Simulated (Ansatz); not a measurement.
Input file:

```yaml
crystal:
  periodic: [false, false, false]
  atoms:
    - {symbol: Be, position_ang: [0.000000, 0.000000, 0.000000]}
    - {symbol: Be, position_ang: [0.000000, 0.000000, 5.816000]}
basis:
  gaussian: {orbitals: aug-cc-pVDZ}
total_charge: -1
magnetization: {spin_polarized: false, initial_magnetization: 1}
correlation: {method: ccsdt_q, electrons: outside_noble_gas}
```

```sh
$ ansatz run in.yaml --threads 1 --pin off --events-out ev --progress --plain --max-ram 2393MiB
```

The program prints:

```
755 factors; integrals over basis functions are off by at most 2.2e-7 eV
mean field evaluation 1: about -792.3348 eV, gradient 2.5e0 eV
mean field evaluation 2: about -792.3349 eV, gradient 2.5e0 eV
mean field evaluation 4: about -792.4845 eV, gradient 6.2e-1 eV
mean field evaluation 8: about -792.4979 eV, gradient 1.7e-3 eV
mean field evaluation 16: about -792.5070 eV, gradient 1.4e-1 eV
mean field evaluation 32: about -792.6329 eV, gradient 2.7e-6 eV
mean field evaluation 64: about -792.6329 eV, gradient 2.7e-5 eV
mean field evaluation 96: about -792.5293 eV, gradient 2.3e-6 eV
mean field evaluation 128: about -792.3343 eV, gradient 1.5e-5 eV
mean field evaluation 160: about -792.6234 eV, gradient 1.9e-1 eV
...
cycle  10  -2.61989283 eV  change    2.4e-4 eV  update   1.5e-4
cycle  11  -2.61989908 eV  change   -6.3e-6 eV  update   8.8e-5
cycle  12  -2.61992039 eV  change   -2.1e-5 eV  update   6.2e-5
cycle  13  -2.61995694 eV  change   -3.7e-5 eV  update   3.9e-5
cycle  14  -2.61997676 eV  change   -2.0e-5 eV  update   1.8e-5
cycle  15  -2.61997616 eV  change    6.1e-7 eV  update   8.7e-6
cycle  16  -2.61997417 eV  change    2.0e-6 eV  update   4.9e-6
cycle  17  -2.61997119 eV  change    3.0e-6 eV  update   2.5e-6
cycle  18  -2.61997023 eV  change    9.6e-7 eV  update   1.1e-6
cycle  19  -2.61997027 eV  change   -3.3e-8 eV  update   3.6e-7
perturbative correction -0.00086724 eV, -0.0000318706 hartree
Total energy: -795.25373830 eV, -29.2250358402 hartree
```

For the same geometry and basis full CI lies 0.5 meV lower.

Ran on 1 thread of Arm Neoverse V2, shared host: 19 s wall, 0.25 GiB peak host memory.
